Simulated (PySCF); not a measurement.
**Gas-phase thermal properties of HOCl**

Method: PySCF energies (xtb for GFN2) plus ideal-gas RRHO corrections (1 bar). The comparison is the NASA 1993 polynomial table, which mixes measured and estimated data. 6-31G* has spherical d functions here. All species are closed-shell singlets. B3LYP is the form with VWN-RPA correlation. The harmonic model lacks anharmonicity and excited electronic states, which grow with temperature; levels with a mode under 35 cm⁻¹ are left out. The table's entry may be an old estimate for HOCl (not checked at source).

```json
[
 {"level": "table", "point group": "-", "σ": "-", "ZPE (kJ/mol)": "-", "S°298 (J/mol/K)": "236.6", "Cp298 (J/mol/K)": "37.3", "S°1000 (J/mol/K)": "288.7", "H1000 − H298 (kJ/mol)": "31.0"},
 {"level": "B3LYP/6-31G*", "point group": "Cs", "σ": "1", "ZPE (kJ/mol)": "34.2", "S°298 (J/mol/K)": "237.0", "Cp298 (J/mol/K)": "37.2", "S°1000 (J/mol/K)": "288.8", "H1000 − H298 (kJ/mol)": "30.8"},
 {"level": "GFN2-xTB", "point group": "Cs", "σ": "1", "ZPE (kJ/mol)": "32.4", "S°298 (J/mol/K)": "236.4", "Cp298 (J/mol/K)": "37.3", "S°1000 (J/mol/K)": "288.9", "H1000 − H298 (kJ/mol)": "31.2"},
 {"level": "HF/6-31G*", "point group": "Cs", "σ": "1", "ZPE (kJ/mol)": "37.9", "S°298 (J/mol/K)": "235.7", "Cp298 (J/mol/K)": "36.1", "S°1000 (J/mol/K)": "286.1", "H1000 − H298 (kJ/mol)": "30.1"},
 {"level": "PBE/def2-SVP", "point group": "Cs", "σ": "1", "ZPE (kJ/mol)": "33.2", "S°298 (J/mol/K)": "237.3", "Cp298 (J/mol/K)": "37.6", "S°1000 (J/mol/K)": "289.6", "H1000 − H298 (kJ/mol)": "31.1"},
 {"level": "PBE0/def2-TZVP", "point group": "Cs", "σ": "1", "ZPE (kJ/mol)": "35.1", "S°298 (J/mol/K)": "236.1", "Cp298 (J/mol/K)": "36.8", "S°1000 (J/mol/K)": "287.7", "H1000 − H298 (kJ/mol)": "30.7"}
]
```
σ: rotational symmetry number. Electronic degeneracy used: 1. Frequencies are unscaled.
